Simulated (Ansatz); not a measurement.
**CH₄Si₂ (SMILES [SiH]#C[SiH3]): functionals against CCSD(T) at one geometry**

How do the functionals fare away from a minimum? The structure is a structure displaced at random from a GFN2-xTB minimum.

The runs use Ansatz 0.2.0, Gaussian basis; single points in def2-TZVPP.

Correlated methods freeze the cores. B3LYP uses VWN-RPA correlation.

## Step 1: Starting geometry

7 atoms, charge 0, spin multiplicity 1.

Atoms are counted from 1 here; the program's logs count them from 0.

Bond lengths: Si1–C2 1.691 Å, Si1–H4 1.437 Å, C2–Si3 1.911 Å, Si3–H5 1.678 Å, Si3–H6 1.495 Å, Si3–H7 1.603 Å. Angles: C2–Si1–H4 167.4°, Si1–C2–Si3 129.4°, C2–Si3–H5 108.5°, C2–Si3–H6 114.1°, C2–Si3–H7 111.2°, H5–Si3–H6 109.1°, H5–Si3–H7 102.9°, H6–Si3–H7 110.4°.

Coordinates:

| atom | x (Å) | y (Å) | z (Å) |
| --- | --- | --- | --- |
| Si1 | -1.6883 | -1.1200 | -0.6700 |
| C2 | -0.5257 | 0.0929 | -0.8580 |
| Si3 | 0.8488 | 0.6548 | 0.3456 |
| H4 | -2.6834 | -2.1443 | -0.8263 |
| H5 | 1.7319 | 1.8776 | -0.3895 |
| H6 | 0.3427 | 1.1411 | 1.6659 |
| H7 | 1.9423 | -0.4983 | 0.5565 |

## Step 2: CCSD(T)/def2-TZVPP

The input, run/in.yaml:

```yaml
crystal:
  periodic: [false, false, false]
  atoms:
    - {symbol: Si, position_ang: [-1.688300, -1.120000, -0.670000]}
    - {symbol: C, position_ang: [-0.525700, 0.092900, -0.858000]}
    - {symbol: Si, position_ang: [0.848800, 0.654800, 0.345600]}
    - {symbol: H, position_ang: [-2.683400, -2.144300, -0.826300]}
    - {symbol: H, position_ang: [1.731900, 1.877600, -0.389500]}
    - {symbol: H, position_ang: [0.342700, 1.141100, 1.665900]}
    - {symbol: H, position_ang: [1.942300, -0.498300, 0.556500]}
basis:
  gaussian: {orbitals: def2-TZVPP}
correlation: {method: ccsd_t}
output: {forces: true}
```

No record of the launch command was kept for these runs.

## Step 3: PBE0-D4/def2-TZVPP

run/in.yaml: that of step 2 with these lines changed.

```diff
@@ -12,3 +12,3 @@
   gaussian: {orbitals: def2-TZVPP}
-correlation: {method: ccsd_t}
-output: {forces: true}
+hamiltonian: {xc: pbe0, dispersion: d4}
+output: {forces: true, orbitals: {seedname: orbitals}}
```

## Step 4: wB97M-V/def2-TZVPP

run/in.yaml: that of step 3 with these lines changed.

```diff
@@ -12,3 +12,3 @@
   gaussian: {orbitals: def2-TZVPP}
-hamiltonian: {xc: pbe0, dispersion: d4}
-output: {forces: true, orbitals: {seedname: orbitals}}
+hamiltonian: {xc: {name: wB97M-V}}
+output: {forces: true}
```

## Step 5: r2SCAN-D4/def2-TZVPP

run/in.yaml: that of step 4 with these lines changed.

```diff
@@ -12,3 +12,3 @@
   gaussian: {orbitals: def2-TZVPP}
-hamiltonian: {xc: {name: wB97M-V}}
+hamiltonian: {xc: r2scan, dispersion: d4}
 output: {forces: true}
```

## Step 6: PBE-D4/def2-TZVPP

run/in.yaml: that of step 5 with these lines changed.

```diff
@@ -12,3 +12,3 @@
   gaussian: {orbitals: def2-TZVPP}
-hamiltonian: {xc: r2scan, dispersion: d4}
+hamiltonian: {xc: pbe, dispersion: d4}
 output: {forces: true}
```

## Step 7: B3LYP-D4/def2-TZVPP

run/in.yaml: that of step 6 with these lines changed.

```diff
@@ -12,3 +12,3 @@
   gaussian: {orbitals: def2-TZVPP}
-hamiltonian: {xc: pbe, dispersion: d4}
+hamiltonian: {xc: {name: B3LYP}, dispersion: d4}
 output: {forces: true}
```

## Step 8: CAM-B3LYP-D4/def2-TZVPP

run/in.yaml: that of step 7 with these lines changed.

```diff
@@ -12,3 +12,3 @@
   gaussian: {orbitals: def2-TZVPP}
-hamiltonian: {xc: {name: B3LYP}, dispersion: d4}
+hamiltonian: {xc: {name: CAM-B3LYP}, dispersion: d4}
 output: {forces: true}
```

(Steps that only read results are left out.)

What does the calculation give? Wanted: energy less free atoms, CCSD(T)/def2-TZVPP; RMS force component; RMS force error; HOMO and LUMO, PBE0-D4; T1 diagnostic.

The runs gave:

```
                                  quantity                                                                                                 value
energy less free atoms, CCSD(T)/def2-TZVPP                                                                                        -1952.4 kJ/mol
                       RMS force component                                                                  1.014 to 1.280 eV/Å over the methods
                           RMS force error  PBE0-D4 0.310, wB97M-V 0.410, r2SCAN-D4 0.217, PBE-D4 0.192, B3LYP-D4 0.253, CAM-B3LYP-D4 0.445 eV/Å
                    HOMO and LUMO, PBE0-D4                                                                                    -6.81 and -2.31 eV
                             T1 diagnostic                                                                                                 0.023
```

In words: Against CCSD(T) the functionals' energies less atoms differ by -71.1 to -13.8 kJ/mol, PBE-D4 by -71.1 kJ/mol. A larger basis would deepen the CCSD(T) value, while the functionals are nearly converged already, so the order here is not reliable. On forces the order runs from PBE-D4 to CAM-B3LYP-D4. Frozen-core CCSD(T) forces in triple zeta carry basis errors of their own, and this is one geometry, so small gaps rank nothing. The restricted Hartree–Fock reference is unstable towards an unrestricted one at one or more of these structures.
